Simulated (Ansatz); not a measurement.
Geometry optimisation, Ansatz, UKS r2SCANh/6-31G*.

Input file:

```yaml
crystal:
  periodic: [false, false, false]
  atoms:
    - { symbol: H, position_ang: [-1.400279, 0.151519, 1.107093] }
    - { symbol: C, position_ang: [-0.348749, -0.949445, -0.709323] }
    - { symbol: Si, position_ang: [0.927212, 0.397208, -0.740606] }
    - { symbol: O, position_ang: [-1.1285, 0.736493, 1.830102] }
    - { symbol: H, position_ang: [-1.256492, -0.905879, -1.306989] }
    - { symbol: H, position_ang: [-0.189491, -1.898033, -0.201411] }
    - { symbol: H, position_ang: [0.293501, 1.726549, -0.91134] }
    - { symbol: H, position_ang: [1.748657, 0.361249, 0.497058] }
    - { symbol: H, position_ang: [1.854366, 0.183115, -1.892276] }
    - { symbol: H, position_ang: [-0.500224, 0.197124, 2.327691] }
magnetization:
  spin_polarized: true
  initial_magnetization: 1
basis:
  gaussian: { orbitals: "6-31G*" }
hamiltonian:
  xc: r2scanh
relax:
  f_tol: 0.03
  max_steps: 50
```

Run as:

```bash
$ ansatz run input.yaml --threads 2 --pin off --max-ram 3072MiB --backend cpu --events-out ev --progress --plain --runs-dir out
```

Where does it end, and by what steps?

The run converged. After 3 steps the energy has fallen by 0.000 eV; H10 moved furthest, 0.04 Å.

| step | energy less start (eV) | largest force component (eV/Å) | accepted |
| --- | --- | --- | --- |
| 0 | 0.0000 | 0.041 | yes |
| 1 | 0.0004 | 0.108 | no |
| 2 | -0.0002 | 0.060 | yes |
| 3 | -0.0003 | 0.018 | yes |

```xyz
10
Properties=species:S:1:pos:R:3
H -1.403 0.124 1.127
C -0.354 -0.948 -0.717
Si 0.923 0.398 -0.739
O -1.125 0.734 1.826
H -1.258 -0.903 -1.321
H -0.199 -1.897 -0.208
H 0.293 1.727 -0.920
H 1.729 0.363 0.509
H 1.865 0.180 -1.879
H -0.473 0.222 2.321
```

Whether the end is a true minimum wasn't checked by a vibrational analysis.

Run time: 15 s on 2 threads of Arm Neoverse V2, on a shared host, peak memory 0.2 GiB.
